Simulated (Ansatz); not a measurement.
Input file:

```yaml
crystal:
  periodic: [false, false, false]
  atoms:
    - {symbol: B, position_ang: [0.000000, 0.000000, 0.000000]}
    - {symbol: Na, position_ang: [0.000000, 0.000000, 3.160000]}
basis:
  gaussian: {orbitals: cc-pVQZ}
total_charge: 1
magnetization: {spin_polarized: true, initial_magnetization: 1}
hamiltonian: {xc: {name: B2PLYP}}
correlation: {electrons: outside_noble_gas}
```

```sh
$ ansatz run in.yaml --threads 1 --pin off --events-out ev --progress --plain --max-ram 2393MiB
```

Output:

```
674 factors; integrals over basis functions are off by at most 9.0e-4 eV
mean field evaluation 1: about -5077.4971 eV, gradient 7.7e0 eV
mean field evaluation 2: about -5077.4966 eV, gradient 7.7e0 eV
mean field evaluation 4: about -5078.0261 eV, gradient 3.6e-1 eV
mean field evaluation 8: about -5078.0289 eV, gradient 9.8e-3 eV
mean field evaluation 16: about -5078.0289 eV, gradient 9.6e-6 eV
mean field -5078.02894196 eV, -186.6141216052 hartree, gradient 9.6e-6 eV, S^2 0.755889; 4 other end points of the search recorded, 0 dependent functions left out
6 core orbitals not correlated: weight in the atoms' cores, before any rotation towards them, 1.000 or more for the frozen orbitals, at most 0.000 for the correlated occupied ones
reference -5078.02907892 eV, -186.6141266387 hartree; 2, 1 occupied and 106, 107 virtual orbitals, 674 factors
second order -1.63665636 eV of doubles, -0.00000000 eV of singles
Total energy: -5078.47097614 eV, -186.6303660619 hartree
```

Ran on 1 thread of Arm Neoverse V1, shared host: 7.5 s wall, 0.2 GiB peak host memory.
